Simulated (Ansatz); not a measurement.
Input for Ansatz (a quantum-chemistry and plane-wave program): R-wB97X-V/def2-TZVPP on acetamide (SMILES CC(N)=O), a point of a torsion scan.

Ansatz 0.2 input:
```yaml
crystal:
  periodic: [false, false, false]
  atoms:
    - {symbol: C, position_ang: [-1.11684584, 0.10252983, -0.23041309]}
    - {symbol: C, position_ang: [0.16535091, -0.34318898, 0.41510732]}
    - {symbol: N, position_ang: [1.30299515, 0.07973373, -0.31075161]}
    - {symbol: O, position_ang: [0.23466363, -0.95989883, 1.44589241]}
    - {symbol: H, position_ang: [-1.02934976, 1.13036751, -0.57091306]}
    - {symbol: H, position_ang: [-1.29105468, -0.52447365, -1.10272735]}
    - {symbol: H, position_ang: [-1.94748829, -0.00560272, 0.46060900]}
    - {symbol: H, position_ang: [1.60392264, 1.00548735, -0.03244953]}
    - {symbol: H, position_ang: [2.08572329, -0.53010519, -0.06864722]}
basis:
  gaussian:
    orbitals: def2-TZVPP
hamiltonian:
  xc: {name: wB97X-V}
scf: {lower_state_search: off}
```

It printed:

```
WARN ansatz: RAYON_NUM_THREADS=1 ignored (pool sized by the plan → 1); use --threads N
Functional definition: wB97X-V
these checks for a lower state are left out or cut short: stability, starts, cluster_reference, orbital_swaps, neighbouring_geometries, increment
integrals: 0.11 GiB planned
961 factors; their error is unknown
integrals: 0.14 GiB planned
240 factors; integrals over basis functions are off by at most 1.1e-5 eV
mean field: 1.05 GiB planned
mean field evaluation 1: about -5687.5359 eV, gradient 5.6e1 eV
mean field evaluation 2: about -5688.5449 eV, gradient 5.5e1 eV
mean field evaluation 4: about -5693.1985 eV, gradient 2.6e0 eV
mean field evaluation 8: about -5693.2213 eV, gradient 3.9e-2 eV
mean field evaluation 16: about -5693.2156 eV, gradient 6.7e-5 eV
mean field -5693.21556825 eV, -209.2218131330 hartree, gradient 6.6e-6 eV, S^2 0.000000; 0 other end points of the search recorded, 0 dependent functions left out
reference -5693.21556663 eV, -209.2218130736 hartree; 16, 16 occupied and 178, 178 virtual orbitals, 961 factors
Total energy: -5693.21556663 eV, -209.2218130736 hartree
Checks for a lower state left out: stability, starts, cluster_reference, orbital_swaps, neighbouring_geometries, increment
```

Self-consistency was reached.

Cost: around 5 core-seconds (rough).
